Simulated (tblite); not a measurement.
Compound: C₄H₈O (charge +1 and doublet state).
Numbering: `[CH2+:1][C:2]([CH3:3])[O:4][CH3:5]` (hydrogens: H6, H7 on C1; H8, H9, H10 on C3; H11, H12, H13 on C5)

Structure used (GFN2-xTB), in Å, numbered top down from 1:
```
atom  x, y, z in Å
C1    -0.8458    0.9849    1.5370
C2    -0.2993    0.3064    0.4554
C3    -1.0828   -0.0424   -0.7439
O4     0.9649   -0.0075    0.5649
C5     1.6554   -0.6925   -0.4416
H6    -1.8792    1.2881    1.5461
H7    -0.2332    1.2200    2.3943
H8    -2.1115    0.2939   -0.6632
H9    -1.0748   -1.1241   -0.9100
H10   -0.6343    0.3973   -1.6403
H11    1.2043   -1.6724   -0.6439
H12    1.6537   -0.1310   -1.3846
H13    2.6782   -0.8203   -0.0879
```

Level: GFN2-xTB in tblite, geometry and Hessian alike; calculated harmonic values, unscaled, isolated species. Errors from tens to a few hundred cm⁻¹ against measured bands are possible. One conformer, not necessarily the lowest. Open shells enter through the occupations alone, without spin polarisation, and single modes of such species can be off by tens of per cent.

Harmonic wavenumbers (cm⁻¹): 129.0, 169.9, 212.3, 277.9, 392.8, 397.6, 499.4, 534.8, 846.7, 863.7, 908.1, 956.1, 993.8, 1048.8, 1085.4, 1120.0, 1295.0, 1324.4, 1350.5, 1373.2, 1375.1, 1392.5, 1397.6, 1421.0, 1470.0, 2907.6, 2930.2, 2951.7, 2979.2, 3038.2, 3084.6, 3088.5, 3141.9.

A = 8580, B = 4303, C = 2970 MHz; mass 72.058 u (most abundant isotopes); point group Cs, symmetry number 1; spin multiplicity 2.

What is the zero-point energy?

½Σν̃ = 23479 cm⁻¹ = 67.13 kcal/mol.

Entropy at 298.15 K, 1 bar (ideal gas, RRHO, classical rotation)?

Translation 38.77, rotation 25.49, vibration 13.22, spin (R ln 2) 1.38: S = 78.9 cal/(mol K).

And Cp and H(298.15 K) − H(0)?

Cp = 25.03 cal/(mol K), of which vibrations give 17.08 (their classical limit is 33 R = 65.6); H(298.15 K) − H(0) = 4.72 kcal/mol without the zero-point energy, 2.35 from vibrations.

Which modes carry the vibrational entropy at 298.15 K?

129.0 cm⁻¹: 2.96; 169.9 cm⁻¹: 2.44; 212.3 cm⁻¹: 2.02; 277.9 cm⁻¹: 1.55; 392.8 cm⁻¹: 0.99; 397.6 cm⁻¹: 0.97 cal/(mol K); the other 27 give 2.29 together.

Blend soft modes into free rotors: weight 1/[1 + (100 cm⁻¹/ν̃)⁴] for the oscillator and the rest for a rotor with moment μB/(μ + B), μ = h/(8π²ν), B = 10⁻⁴⁴ kg m². What vibrational entropy results?

13.13 cal/(mol K) in place of 13.22, which changes −T·S at 298.15 K by +0.03 kcal/mol.

How do the functions run with temperature in this model?

| T (K) | S (cal/(mol K)) | Cp (cal/(mol K)) | H − H(0) (kcal/mol) | G − H(0) (kcal/mol) | ln q(vib) |
| --- | --- | --- | --- | --- | --- |
| 50 | 51.8 | 9.2 | 0.41 | -2.18 | 0.03 |
| 100 | 59.3 | 12.8 | 0.96 | -4.97 | 0.34 |
| 373.15 | 85.0 | 29.7 | 6.78 | -24.93 | 3.70 |
| 500 | 94.7 | 36.9 | 11.02 | -36.34 | 5.48 |
| 750 | 111.8 | 47.2 | 21.61 | -62.20 | 9.02 |
| 1000 | 126.3 | 54.0 | 34.32 | -92.01 | 12.43 |

q(vib) and H(0) count from the zero-point level.

Hindered rotation and anharmonicity are outside this model. Other conformers, if any are populated, would add a mixing term that is left out.
